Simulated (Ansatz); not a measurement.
Reaction: CH3NO (SMILES C(N)=O) → CH2NO (SMILES [NH]C=O, doublet) + H (doublet) (the H-N bond breaks)
Each species at its own B3LYP-D3(BJ)/def2-TZVP minimum (Ansatz, an electronic-structure program), one conformer.

Total energies in hartree (Ansatz). UHF or UKS for unpaired electrons; spin-orbit terms are left out. Correlated methods leave the cores frozen. No relativity. Where a partner has so few electrons that a lower coupled-cluster level is exact, that level stands in.

| species | HF/cc-pVTZ | CCSD(T)/cc-pVTZ | HF/cc-pVQZ | CCSD(T)/cc-pVQZ | CCSD(T)/cc-pVDZ | CCSDT(Q)/cc-pVDZ |
|---|---|---|---|---|---|---|
| 1: CH3NO (SMILES NC=O) | -169.00155 | -169.64159 | -169.01492 | -169.69553 | -169.46438 | -169.46646 |
| 2: CH2NO (SMILES [NH]C=O, doublet) | -168.35381 | -168.94918 | -168.36661 | -169.00023 | -168.78260 | -168.78487 |
| 3: H (doublet) | -0.49981 | -0.49981 | -0.49995 | -0.49995 | -0.49928 | -0.49928 |

Task: Work out the bond dissociation energy (electronic) in kJ/mol: take Hartree-Fock from cc-pVQZ, extrapolate the CCSD(T) correlation energy as X^-3 (X = 3, 4), and add CCSDT(Q) - CCSD(T) in cc-pVDZ. 1 hartree = 2625.5 kJ/mol.

Result: 
Species 1: correlation (64·(-0.68061) - 27·(-0.64004))/37 = -0.71022; step -0.00208; E1 = -169.01492 + (-0.71022) + (-0.00208) = -169.72722
Species 2: correlation (64·(-0.63362) - 27·(-0.59537))/37 = -0.66153; step -0.00227; E2 = -168.36661 + (-0.66153) + (-0.00227) = -169.03041
Species 3: correlation (64·(0.00000) - 27·(0.00000))/37 = 0.00000; step +0.00000; E3 = -0.49995 + (0.00000) + (+0.00000) = -0.49995
-1·E1 +1·E2 +1·E3 = 0.19686 hartree = 516.9 kJ/mol.
